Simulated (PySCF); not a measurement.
# Towards the basis-set limit for SF+

What constants does extrapolated CCSD(T) give for SF+, and what does each step add?

The runs use PySCF 2.14.0; CCSD(T) on ROHF, no relativity in the base curves; scalar relativity is added as a correction.

### 1 The job

```
molecule             : SF+
state                : triplet, unpaired electrons π ↑↑
smaller basis        : S cc-pV(T+d)Z, F cc-pVTZ
larger basis         : S cc-pV(Q+d)Z, F cc-pVQZ
frozen core orbitals : 6
extrapolation        : correlation as n⁻³ (n = 3, 4), Hartree–Fock as (n+1)·exp(−9√n)
corrections          : core–valence correlation, scalar relativity
distances (Å)        : 1.3301, 1.3905, 1.4510, 1.5115, 1.5719, 1.6475, 1.7231
masses (u)           : 31.9721, 18.9984
dissociation limit   : S+ + F
```

Command:

```sh
$ OMP_NUM_THREADS=4 python comp.py task.json out
```

### 2 The runs

What does the calculation give? Wanted: for each run, Re; ωe; ωexe; αe; De.

The runs gave:

| level | Re (Å) | ωe (cm⁻¹) | ωexe (cm⁻¹) | αe (cm⁻¹) | De (eV) |
| --- | --- | --- | --- | --- | --- |
| CCSD(T)/cc-pVTZ(-PP) | 1.5116 | 1016.1 | 5.53 | 0.00477 | 3.548 |
| CCSD(T)/cc-pVQZ(-PP) | 1.5081 | 1020.1 | 5.42 | 0.00471 | 3.736 |
| HF/CBS | 1.4746 | 1118.5 | 5.10 | 0.00448 | 1.641 |
| MP2/CBS | 1.5021 | 1049.3 | 4.95 | 0.00441 | 4.047 |
| CCSD/CBS | 1.4974 | 1052.8 | 5.36 | 0.00461 | 3.613 |
| CCSD(T)/CBS | 1.5063 | 1023.3 | 5.38 | 0.00470 | 3.835 |
| CCSD(T)/CBS+CV | 1.5041 | 1025.7 | 5.40 | 0.00472 | 3.849 |
| CCSD(T)/CBS+CV+SR | 1.5045 | 1023.5 | 5.38 | 0.00471 | 3.838 |

What this shows: The last step gives Re = 1.5045 Å, ωe = 1023.5 cm⁻¹ and De = 3.838 eV; the smaller basis alone is off from it by +7.1 mÅ and -0.29 eV. Near the minimum the mean field binds by 1.61 eV and correlation adds 2.23 eV of binding. T1 is 0.027. Spin–orbit coupling and excitations beyond (T) are left out.
